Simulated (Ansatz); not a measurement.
**Isomers**

Structures of CH$_{3}$BO, closed shell, relaxed at PBE0-D4/def2-TZVP (vibrations not checked; lower isomers may exist, and structures with a doubtful reference or unclear bonds are left out). Computed with Ansatz 0.2.0 (basis: def2-TZVPP); correlated methods freeze the cores. B3LYP uses VWN-RPA correlation.

Q: Rank them by CCSD(T) energy, lowest first, and give each one's height above the lowest. Links in brackets join atoms within 1.22 times the sum of their covalent radii (1.1 for two metals). (Judge from chemistry; the value comes from the calculation.)
A.
CH₃BO ([CH3][B][O])
```
6
angstrom
C -0.1224 0.2473 0.0452
B 0.7338 -0.8911 0.6001
O 1.4091 -1.7868 1.0371
H -0.9933 0.4162 0.6815
H 0.4557 1.1723 -0.0010
H -0.4714 0.0080 -0.9611
```
B.
CH₃BO ([CH2][B][OH])
```
6
angstrom
C -0.3270 0.3558 -0.4424
B 0.5411 -0.5580 0.1283
O 1.3491 -1.4144 0.7158
H 1.9195 -1.9218 0.1299
H -0.0412 1.3865 -0.6128
H -1.3305 0.0800 -0.7424
```
C.
CH₃BO ([BH]1[CH2][O]1)
```
6
angstrom
B -0.6778 -0.3921 -0.3772
C 0.5783 0.1298 0.2788
O -0.6513 0.9039 -0.0936
H -1.4340 -1.1591 -0.8672
H 1.4506 0.4316 -0.2936
H 0.7342 0.0859 1.3528
```
D.
CH₃BO ([BH][CH][OH])
```
6
angstrom
B -0.0843 -0.2533 -0.7663
C 0.4802 0.0448 0.4687
O 1.3597 1.0221 0.8515
H -0.6011 -0.6335 -1.7491
H 1.3212 1.1193 1.8047
H 0.1800 -0.6820 1.2333
```

A: By the calculation: A (0.00 kcal/mol), B (46.20 kcal/mol), C (54.25 kcal/mol), D (105.23 kcal/mol). Heights count from the lowest.

Q: Do PBE-D4, r2SCAN-D4, PBE0-D4, B3LYP-D4, wB97M-V, HF, MP2 give the same order? (Judge from chemistry; the calculation decides.)

A: By the calculation: All do.

The T1 diagnostic stays at or below 0.017.

For scale, one of the runs: CCSD(T)/def2-TZVPP, 135 basis functions, launched by `ansatz run in.yaml --threads 2 --pin off --events-out ev --progress --plain --max-ram 4352MiB`. The run took 12 s on 2 CPU threads of an Arm Neoverse V1 (shared host), with 0.73 GiB of host memory at its peak.
